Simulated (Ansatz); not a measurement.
**AlBH2 (triplet): from Hartree-Fock to the top rungs, def2-QZVPP**

One table from this session's results is given with a row withheld; the runs are named, their logs left out.

Program: Ansatz 0.2.0, Gaussian basis. Level of theory: def2-QZVPP, core rule «outside noble gas», up to 6 orbitals frozen. These are calculated values, not measurements.

The runs, in order: UHF; ROHF; CCSD(T) on UHF.

2 further runs of the same task are left out: 2 set aside as unsound or not needed.

**The system**

The geometry is a PBE0/def2-TZVP stationary point (not a proven minimum).

4 atoms, charge 0, spin multiplicity 3.

Atoms are counted from 1 here; the program's logs count them from 0.

Bond lengths: B1–Al2 1.909 Å, B1–H3 1.183 Å, Al2–H4 1.571 Å. Angles: Al2–B1–H3 180.0°, B1–Al2–H4 180.0°.

Set-up of the first run:

File in.yaml:

```yaml
crystal:
  periodic: [false, false, false]
  atoms:
    - {symbol: B, position_ang: [0.000000, 0.000000, 1.051329]}
    - {symbol: Al, position_ang: [0.000000, 0.000000, -0.857484]}
    - {symbol: H, position_ang: [0.000000, 0.000000, 2.234417]}
    - {symbol: H, position_ang: [0.000000, 0.000000, -2.428262]}
basis:
  gaussian: {orbitals: "def2-QZVPP.json"}
magnetization: {spin_polarized: true, initial_magnetization: 2}
hamiltonian: {xc: hf}
output: {orbitals: {seedname: orbitals}}
```

The run is started by

```bash
$ ansatz run in.yaml --threads 1 --pin off --events-out ev --progress --plain --max-ram 2393MiB
```

Steps of the session up to this table: UHF; ROHF; CCSD(T) on UHF.

One of the session's tables, all rows but one given; the rest of the session is left out.

It belongs to the step «Misses and costs». 

```
  method  from UCCSD(T) (kJ/mol)
    ROHF                  +500.9
     UHF                       ?
    UMP2                   +88.6
   UCCSD                   +19.7
UCCSD(T)                       0
```

**Question.** Estimate the row for UHF.

The run gave: from UCCSD(T) (kJ/mol): +491.4. In the column «from UCCSD(T) (kJ/mol)» it lies between UMP2 (+88.6) and ROHF (+500.9).
